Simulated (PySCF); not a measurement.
Compound: CH₃NO.
Numbering: `[NH2:1][CH:2]=[O:3]` (hydrogens: H4, H5 on N1; H6 on C2)

Structure used (PBE0-D3(BJ)/def2-TZVP), in Å, numbered top down from 1:
```xyz
6
CH3NO angstrom
N     -0.6713   -0.0617    0.1313
C      0.6471    0.0447   -0.1417
O      1.3633   -0.8724   -0.4590
H     -1.1128   -0.9639    0.0735
H     -1.2162    0.7386    0.3940
H      1.0148    1.0842   -0.0424
```

Computed with PySCF at wB97X-D/pcSseg-2, non-relativistic, on one gas-phase PBE0-D3(BJ)/def2-TZVP geometry that isn't relaxed in the solvent. The solvent is an IEF-PCM continuum (Bondi radii, 1.10 Å for H, scaled by 1.2). Specific hydrogen bonds and non-electrostatic terms are outside this model.

Gas phase at wB97X-D/pcSseg-2: HOMO -9.56 eV, LUMO 2.13 eV, dipole 4.05 D.

Q: What does the continuum do to the energy, the frontier levels and the dipole at wB97X-D/pcSseg-2 in chloroform?

A: 
```json
{"solvent": "chloroform", "ε": "4.711", "E(solvent) − E(gas) (kcal/mol)": "-6.94", "polarisation term (kcal/mol)": "-8.08", "distortion of the solute (kcal/mol)": "1.14", "HOMO (eV)": "-9.69", "LUMO (eV)": "2.44", "dipole (D)": "4.89"}
```

The first energy column is the sum of the next two and covers electrostatics alone.

Q: Which radius a makes the point-dipole formula ΔE = −[(ε − 1)/(2ε + 1)]·μ²/a³ give the value in chloroform, with the gas-phase dipole?

A: μ = 1.595 au and |ΔE| = 0.01106 Eh give a = 2.30 Å; the farthest nucleus lies 1.67 Å from the centroid of the nuclei. The formula assumes a rigid point dipole at the centre of a sphere.

Q: Give the dipole vector in the frame of the coordinates (D, pointing from negative to positive charge), gas and chloroform.

A: Gas (-3.27, 2.13, 1.10), solvent (-3.92, 2.60, 1.33). Its length changes by +21 % and its direction by less than 1°.

Hardware: Arm Neoverse N1, one thread, on a shared host. Cost: 10 s wall, 0.56 GiB resident at most. This is the whole shielding run at wB97X-D/pcSseg-2 in chloroform, SCF included.

wB97X-D is run here without its empirical dispersion term; that term would change no orbital, density or response property at a fixed geometry.
